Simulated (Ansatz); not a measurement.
The input, for Ansatz 0.2.0:

```yaml
crystal:
  periodic: [false, false, false]
  atoms:
    - {symbol: Si, position_ang: [0.000000, 0.000000, 0.000000]}
    - {symbol: N, position_ang: [0.000000, 0.000000, 2.257000]}
basis:
  gaussian: {orbitals: def2-SVPD}
magnetization: {spin_polarized: false, initial_magnetization: 3}
correlation: {method: ccsdt, electrons: outside_noble_gas}
```

```sh
$ ansatz run in.yaml --threads 1 --pin off --events-out ev --progress --plain --max-ram 2393MiB
```

Log:

```
688 factors; integrals over basis functions are off by at most 1.4e-7 eV
mean field evaluation 1: about -9334.6312 eV, gradient 9.6e0 eV
mean field evaluation 2: about -9334.6383 eV, gradient 9.6e0 eV
mean field evaluation 4: about -9335.3138 eV, gradient 1.8e0 eV
mean field evaluation 8: about -9335.3315 eV, gradient 2.4e-1 eV
mean field evaluation 16: about -9334.6311 eV, gradient 9.6e0 eV
mean field evaluation 32: about -9333.9502 eV, gradient 3.6e-1 eV
mean field evaluation 64: about -9334.0404 eV, gradient 2.3e-3 eV
mean field evaluation 96: about -9333.4952 eV, gradient 7.2e0 eV
mean field evaluation 128: about -9334.0404 eV, gradient 8.5e-3 eV
mean field evaluation 160: about -9331.1058 eV, gradient 3.0e0 eV
...
cycle  20  -6.07725698 eV  change   -2.1e-5 eV  update   1.8e-5
cycle  21  -6.07728062 eV  change   -2.4e-5 eV  update   1.4e-5
cycle  22  -6.07729835 eV  change   -1.8e-5 eV  update   1.0e-5
cycle  23  -6.07731361 eV  change   -1.5e-5 eV  update   7.4e-6
cycle  24  -6.07731513 eV  change   -1.5e-6 eV  update   4.5e-6
cycle  25  -6.07731608 eV  change   -9.5e-7 eV  update   3.0e-6
cycle  26  -6.07731809 eV  change   -2.0e-6 eV  update   2.2e-6
cycle  27  -6.07731903 eV  change   -9.5e-7 eV  update   1.5e-6
cycle  28  -6.07731994 eV  change   -9.1e-7 eV  update   1.1e-6
cycle  29  -6.07732035 eV  change   -4.1e-7 eV  update   7.6e-7
Total energy: -9341.40951276 eV, -343.2904677590 hartree
```

Ran on 1 thread of Arm Neoverse V1, shared host: 14 s wall, 0.17 GiB peak host memory.
